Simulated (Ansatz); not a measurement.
# CH6Si: a dynamics run in two tries

Aim: a short trajectory for this system. SMILES of the start: C[SiH3].

All numbers below are computed with Ansatz 0.2.0 (RKS PBE0-D4/def2-SVPD).

**1. The system as given**

Bond lengths: Si1–C2 1.920 Å, C2–H3 1.196 Å, C2–H4 1.118 Å, C2–H5 1.124 Å, Si1–H6 1.590 Å, Si1–H7 1.522 Å, Si1–H8 1.508 Å. Angles: Si1–C2–H3 115.2°, Si1–C2–H4 117.1°, Si1–C2–H5 104.1°, H3–C2–H4 98.8°, H3–C2–H5 108.9°, H4–C2–H5 112.9°, C2–Si1–H6 106.7°, C2–Si1–H7 109.3°, C2–Si1–H8 112.9°, H6–Si1–H7 105.4°, H6–Si1–H8 108.6°, H7–Si1–H8 113.5°.

Coordinates:

```xyz
8

Si   -0.0117   -0.0009   -0.0143
C     0.0161   -0.0066    1.9053
H    -1.0050   -0.3455    2.4278
H     0.7100   -0.7284    2.4021
H     0.2277    1.0624    2.1794
H     1.5044    0.0523   -0.4919
H    -0.6368    1.2970   -0.5047
H    -0.6556   -1.2348   -0.5955
```

**2. The run**

input.yaml

```yaml
crystal:
  periodic: [false, false, false]
  atoms:
    - { symbol: Si, position_ang: [-0.011709, -0.000879, -0.014292] }
    - { symbol: C, position_ang: [0.016056, -0.006551, 1.905259] }
    - { symbol: H, position_ang: [-1.004974, -0.345481, 2.42778] }
    - { symbol: H, position_ang: [0.709972, -0.728354, 2.402139] }
    - { symbol: H, position_ang: [0.227669, 1.062366, 2.179415] }
    - { symbol: H, position_ang: [1.504403, 0.052266, -0.491904] }
    - { symbol: H, position_ang: [-0.636842, 1.296996, -0.504731] }
    - { symbol: H, position_ang: [-0.655644, -1.234828, -0.595451] }
basis:
  gaussian: { orbitals: def2-SVPD }
hamiltonian:
  xc: pbe0
  dispersion: d4
md:
  timestep: -0.5
  n_steps: 25
  ensemble: nvt_nose_hoover
  temperature: 700.0
  initial_velocities: maxwell_boltzmann
  seed: 390121
  nose_hoover: { tau: 100.0, chain_length: 1 }
```

Started as:

```bash
$ ansatz run input.yaml --threads 1 --pin off --max-ram 2048MiB --backend cpu --events-out ev --progress --plain --runs-dir out
```

Q: Predict the outcome of this session. Wanted: first try.

The runs gave:

| quantity | value |
| --- | --- |
| first try | refused |
| cause | the time step is negative |

What this shows: The fault in the first input was caught at the input check and cost nothing.
